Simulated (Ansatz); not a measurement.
# H3O− (triplet): B2PLYP, RPA-PBE over vertical spin and charge gaps, aug-cc-pVTZ

Aim: run H3O− (triplet) with these functionals over vertical spin and charge gaps, and hold them against the top wave-function level at the same points.

Program: Ansatz 0.2.0, Gaussian basis. Level of theory: aug-cc-pVTZ, all electrons in the functionals, frozen cores in the correlation of double hybrids and RPA. These are calculated values, not measurements.

The runs, in order: B2PLYP, RPA-PBE, at charge -1, triplet; charge -1, singlet; charge -1, quintet; charge 0, doublet; charge 0, quartet.

5 further runs of the same task are left out: 1 for a known fault of the program, 4 set aside as unsound or not needed.

**1. The system**

The geometry is a PBE0/def2-TZVPD stationary point (not a proven minimum).

4 atoms, charge -1, spin multiplicity 3.

Atoms are counted from 1 here; the program's logs count them from 0.

Bond lengths: O1–H2 0.994 Å, O1–H3 1.048 Å, O1–H4 1.048 Å. Angles: H2–O1–H3 107.0°, H2–O1–H4 107.0°, H3–O1–H4 115.0°.

No dispersion term is added.

The geometry shown and the zero of energy belong to the point charge -1, triplet. The yardstick, UCCSDT(Q), and other wave-function levels (R restricted, U unrestricted, valence and pair active spaces) come from earlier runs.

**2. B2PLYP, charge -1, triplet**

The input, in.yaml:

```yaml
crystal:
  periodic: [false, false, false]
  atoms:
    - {symbol: O, position_ang: [0.053909, -0.002347, 0.000000]}
    - {symbol: H, position_ang: [-0.277338, 0.934360, 0.000002]}
    - {symbol: H, position_ang: [-0.289188, -0.448554, 0.883737]}
    - {symbol: H, position_ang: [-0.289189, -0.448551, -0.883738]}
basis:
  gaussian: {orbitals: aug-cc-pVTZ}
total_charge: -1
magnetization: {spin_polarized: true, initial_magnetization: 2}
hamiltonian: {xc: {name: B2PLYP}}
correlation: {electrons: outside_noble_gas}
```

Command:

```console
> ansatz run in.yaml --threads 2 --pin off --events-out ev --progress --plain --max-ram 16896MiB --backend cuda --devices 0, --max-vram 18GiB
```

Further steps of the session: B2PLYP, charge -1, singlet; B2PLYP, charge -1, quintet; B2PLYP, charge 0, doublet; B2PLYP, charge 0, quartet; RPA-PBE, charge -1, triplet; RPA-PBE, charge -1, singlet; RPA-PBE, charge -1, quintet; RPA-PBE, charge 0, doublet; RPA-PBE, charge 0, quartet.

Before running them: what should the planned runs give, taken together? Wanted: triplet to singlet, UCCSDT(Q); triplet to quintet, UCCSDT(Q); removing an electron; largest miss, B2PLYP; largest miss, RPA-PBE (for each run or level that gives them).

The runs gave:

| quantity | value |
| --- | --- |
| triplet to singlet, UCCSDT(Q) | -22.2 kcal/mol |
| triplet to quintet, UCCSDT(Q) | 232.1 kcal/mol |
| removing an electron (doublet), UCCSDT(Q) | -12.1 kcal/mol |
| removing an electron (quartet), UCCSDT(Q) | 235.3 kcal/mol |
| largest miss, B2PLYP | -1.2 kcal/mol (removing an electron (quartet)) |
| largest miss, RPA-PBE | -6.2 kcal/mol (triplet to quintet) |

What this shows: Of the functionals, B2PLYP keep the smallest largest miss at the points compared (at most 1.2 kcal/mol) and RPA-PBE strays most (6.2 kcal/mol, at triplet to quintet). Functionals and the yardstick converge differently with the basis, so part of each miss in aug-cc-pVTZ is the basis.
